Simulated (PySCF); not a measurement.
Dissociation curve of SMILES N#C (CHN). The C1–H3 bond (C1 also carries N; H3 carries nothing else) is varied alone, starting from the PBE0/def2-TZVP optimised geometry.

Methods: UHF/cc-pVDZ (PySCF); RHF/cc-pVDZ (PySCF); UKS-CAM-B3LYP = unrestricted CAM-B3LYP/cc-pVDZ in PySCF; RKS-CAM-B3LYP = restricted CAM-B3LYP/cc-pVDZ (PySCF); UKS-PBE = PySCF with unrestricted PBE/cc-pVDZ; RKS-PBE = restricted PBE/cc-pVDZ (PySCF); UKS-B3LYP = unrestricted B3LYP/cc-pVDZ (PySCF); RKS-B3LYP = PySCF 2.14.0 with restricted B3LYP/cc-pVDZ.

Scanned distances (Å): 0.86, 0.92, 0.97, 0.99, 1.03, 1.07, 1.11, 1.13, 1.16, 1.23, 1.31, 1.44, 1.60, 1.76, 1.94, 2.11, 2.36, 2.61, 2.90, 3.21, 3.71.

Q: Where does the unrestricted solution first break spin symmetry (<S²> of 0.01 or more)?

A: UHF: between 1.44 and 1.60 Å; UKS-CAM-B3LYP: between 1.76 and 1.94 Å; UKS-PBE: between 1.94 and 2.11 Å; UKS-B3LYP: between 1.94 and 2.11 Å.

```csv
R / Å,<S²> UHF,E(RHF) − E(UHF) / eV,<S²> UKS-CAM-B3LYP,E(RKS-CAM-B3LYP) − E(UKS-CAM-B3LYP) / eV,<S²> UKS-PBE,E(RKS-PBE) − E(UKS-PBE) / eV,<S²> UKS-B3LYP,E(RKS-B3LYP) − E(UKS-B3LYP) / eV
0.86,0.00,0.000,0.00,0.000,0.00,0.000,0.00,0.000
0.92,0.00,0.000,0.00,0.000,0.00,0.000,0.00,0.000
0.97,0.00,0.000,0.00,0.000,0.00,0.000,0.00,0.000
0.99,0.00,0.000,0.00,0.000,0.00,0.000,0.00,0.000
1.03,0.00,0.000,0.00,0.000,0.00,0.000,0.00,0.000
1.07,0.00,0.000,0.00,0.000,0.00,0.000,0.00,0.000
1.11,0.00,0.000,0.00,0.000,0.00,0.000,0.00,0.000
1.13,0.00,0.000,0.00,0.000,0.00,0.000,0.00,0.000
1.16,0.00,0.000,0.00,0.000,0.00,0.000,0.00,0.000
1.23,0.00,0.000,0.00,0.000,0.00,0.000,0.00,0.000
1.31,0.00,0.000,0.00,0.000,0.00,0.000,0.00,0.000
1.44,0.00,0.000,0.00,0.000,0.00,0.000,0.00,0.000
1.60,0.01,0.000,0.00,0.000,0.00,0.000,0.00,0.000
1.76,0.53,0.183,0.00,0.000,0.00,0.000,0.00,0.000
1.94,0.86,0.693,0.09,0.008,0.00,0.000,0.00,0.000
2.11,1.05,1.296,0.37,0.150,0.11,0.004,0.29,0.079
2.36,1.19,2.205,0.67,0.551,0.55,0.189,0.61,0.374
2.61,1.25,3.029,0.83,1.015,0.75,0.465,0.79,0.728
2.90,1.28,3.831,0.93,1.516,0.86,0.758,0.90,1.099
3.21,1.30,4.512,0.98,1.963,0.92,1.000,0.95,1.415
3.71,1.30,5.296,1.00,2.493,0.97,1.254,0.99,1.767
```
